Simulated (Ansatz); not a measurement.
**CF2, singlet: energies of several shapes or isomers**

Program: Ansatz, Gaussian basis, development build. Basis cc-pVDZ, nonrelativistic, 3 orbitals frozen in the corrections; active space CAS(2,2). Restricted Hartree–Fock, then the lowest state-specific CASSCF solution met for each case. Single-reference values can break down or jump between states where bonds are stretched. Solutions in different active orbitals can move differences by tenths of an eV and at times more than 1 eV.

Case A:

```xyz
3

C     0.0000    0.0000   -0.5438
F     0.0000    0.9419    0.1813
F     0.0000   -0.9419    0.1813
```

Case B:

```
atom   x (Å)    y (Å)    z (Å)
   C  0.0000   0.0000  -0.6384
   F  0.0000   1.1057   0.2128
   F  0.0000  -1.1057   0.2128
```

Case C:

```xyz
3

C     0.0000    0.0000   -0.5911
F     0.0000    1.0238    0.1970
F     0.0000   -1.0238    0.1970
```

Energy less that of case A, in eV:

```csv
case,RHF/ROHF,CASSCF
B,-0.053,-0.162
C,-0.641,-0.699
```

**Question.** Give the SC-NEVPT2 energies against case A.

**Answer.** B: -0.685 eV (-15.8 kcal/mol); C: -0.968 eV (-22.3 kcal/mol).

**Question.** Which case is lowest, and do the methods agree?

**Answer.** C is lowest in SC-NEVPT2. Of the methods shown, RHF/ROHF, CASSCF agree.
